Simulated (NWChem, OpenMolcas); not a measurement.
# From OpenMolcas to NWChem

This OpenMolcas 26.06 job computes triplet SiH2Cl2:

mol.inp:
```
&GATEWAY
  BasLib=$CurrDir
  Coord
  5
  bohr
  Cl    -1.95794524    -0.74341826     3.04113625
  Si     0.25851453    -0.13549336    -0.05461309
  Cl    -1.51026912     2.26162423    -2.50199739
  H      0.66518360    -2.57418493    -1.34397322
  H      2.63900253     1.05182156     0.78121278
  Basis=6-311pGss
  Group=NoSym

&SEWARD
  GridInput
  Grid=UltraFine
  End of Grid

&SCF
  UHF
  Spin=3
  KSDFT=HYB_GGA_XC_BHANDHLYP
  Thresholds=1e-10 1e-07 1e-07 1e-05
  PrOrbitals=1 2
```

```bash
$ export MOLCAS_MEM=1860
$ pymolcas mol.inp > mol.log
```

(Basis files named in the input come from the Basis Set Exchange and aren't shown.)

The shape is that of a PBE0-D4/def2-TZVP optimisation. That shape belongs to the parent species and isn't relaxed for this state.

It gives a total energy of -1210.929333 Eh.

**Question.** Write the same calculation for NWChem 7.3.0 as an input file of the program's own.

**Answer.** One way, which was run:

sp.nw:
```
start sp
title "Cl2H2Si BHLYP"
memory 2200 mb
charge 0

geometry noautosym nocenter noautoz
  Cl   -1.036100   -0.393400    1.609300
  Si    0.136800   -0.071700   -0.028900
  Cl   -0.799200    1.196800   -1.324000
  H     0.352000   -1.362200   -0.711200
  H     1.396500    0.556600    0.413400
end

basis spherical bse
  Cl library 6-311+G**
  Si library 6-311+G**
  H library 6-311+G**
end

dft
  xc bhlyp
  mult 3
  grid fine
  convergence energy 1e-08
  iterations 100
  mulliken
end

task dft energy
```

```bash
$ nwchem sp.nw > sp.out
```

Its energy is -1210.929334 Eh, 0.001 mEh from the first.
